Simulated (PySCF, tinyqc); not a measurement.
Worked calculation: RHF in the sto-3g basis, for HF, spin multiplicity 1. The lowest restricted solution is unstable here: a spin-polarised one lies 0.1109 hartree lower (PySCF). One step of it, computed by the program tinyqc.

Question. Iteration 2: building the Fock matrix. J_ij = sum D_kl (ij|kl), K_ij = sum D_kl (ik|jl); F = H + J - 0.5 K; E = tr D H + tr D J / 2 - 0.25 tr D K + E_nn.

D after iteration 1, lower triangle:
```
            1F 1s      1F 2s     1F 2px     1F 2py    1F 2pz     2H 1s
1F 1s    2.118937
1F 2s   -0.500486   2.108465
1F 2px  -0.002006   0.009215   1.997945
1F 2py   0.007306  -0.033556   0.007485   1.972746
1F 2pz   0.006266  -0.022225   0.011083  -0.040356  1.965638
2H 1s   -0.021876   0.041543  -0.064352   0.234326  0.118612  0.038894
```

core Hamiltonian H = T + V (hartree), lower triangle:
```
             1F 1s       1F 2s     1F 2px     1F 2py     1F 2pz      2H 1s
1F 1s   -40.340741
1F 2s    -9.464809  -10.818937
1F 2px    0.000000    0.000000  -8.509248
1F 2py    0.000000    0.000000   0.000000  -8.509248
1F 2pz   -0.004507   -0.056395   0.000000   0.000000  -8.531078
2H 1s    -0.348372   -0.919785   0.000000   0.000000  -0.711131  -3.302965
```

Two-electron integrals (ij|kl) in chemists' order, unique and non-zero (hartree):
```
(11|11) 5.403501   (21|11) 0.841920   (21|21) 0.156299   (22|11) 1.268028
(22|21) 0.292344   (22|22) 0.926167   (31|31) 0.027998   (32|31) 0.043169
(32|32) 0.204588   (33|11) 1.264502   (33|21) 0.292403   (33|22) 0.925959
(33|33) 0.997514   (41|41) 0.027998   (42|41) 0.043169   (42|42) 0.204588
(43|43) 0.053770   (44|11) 1.264502   (44|21) 0.292403   (44|22) 0.925959
(44|33) 0.889973   (44|44) 0.997514   (51|51) 0.027998   (52|51) 0.043169
(52|52) 0.204588   (53|53) 0.053770   (54|54) 0.053770   (55|11) 1.264502
(55|21) 0.292403   (55|22) 0.925959   (55|33) 0.889973   (55|44) 0.889973
(55|55) 0.997514   (61|11) 0.031108   (61|21) 0.005729   (61|22) 0.010660
(61|33) 0.010648   (61|44) 0.010648   (61|51) 0.000214   (61|52) 0.000405
(61|55) 0.010685   (61|61) 0.000212   (62|11) 0.093378   (62|21) 0.021881
(62|22) 0.079373   (62|33) 0.078267   (62|44) 0.078267   (62|51) 0.001440
(62|52) 0.012248   (62|55) 0.081506   (62|61) 0.000813   (62|62) 0.009109
(63|31) 0.002111   (63|32) 0.013261   (63|53) 0.002493   (63|63) 0.001273
(64|41) 0.002111   (64|42) 0.013261   (64|54) 0.002493   (64|64) 0.001273
(65|11) 0.071125   (65|21) 0.016861   (65|22) 0.065667   (65|33) 0.063184
(65|44) 0.063184   (65|51) 0.002982   (65|52) 0.021996   (65|55) 0.070561
(65|61) 0.000645   (65|62) 0.009296   (65|65) 0.010681   (66|11) 0.315132
(66|21) 0.074985   (66|22) 0.314206   (66|33) 0.307606   (66|44) 0.307606
(66|51) 0.004428   (66|52) 0.054480   (66|55) 0.327321   (66|61) 0.002783
(66|62) 0.050795   (66|65) 0.061494   (66|66) 0.774606
```

nuclear repulsion = 2.84164373 hartree

Give: Coulomb J; exchange K; Fock matrix F; total energy of this density.

Answer.

Coulomb J (hartree), lower triangle:
```
         1F 1s   1F 2s  1F 2px  1F 2py  1F 2pz  2H 1s
1F 1s   20.823
1F 2s    3.988   9.878
1F 2px   0.000   0.002   9.870
1F 2py  -0.001  -0.007   0.001   9.867
1F 2pz  -0.001   0.000   0.001  -0.003   9.869
2H 1s    0.146   0.819   0.000   0.000   0.667  3.166
```

exchange K (hartree), lower triangle:
```
         1F 1s   1F 2s  1F 2px  1F 2py  1F 2pz  2H 1s
1F 1s   11.102
1F 2s    1.943   3.215
1F 2px   0.000   0.004   2.654
1F 2py   0.001  -0.014   0.007   2.630
1F 2pz   0.001  -0.008   0.006  -0.023   2.641
2H 1s    0.074   0.279  -0.018   0.067   0.217  0.093
```

Fock matrix F (hartree), lower triangle:
```
          1F 1s   1F 2s  1F 2px  1F 2py  1F 2pz   2H 1s
1F 1s   -25.069
1F 2s    -6.448  -2.549
1F 2px    0.001   0.000   0.034
1F 2py   -0.002   0.000  -0.003   0.043
1F 2pz   -0.006  -0.053  -0.002   0.008   0.018
2H 1s    -0.239  -0.241   0.009  -0.034  -0.153  -0.183
```

total energy of this density = -97.98266 hartree
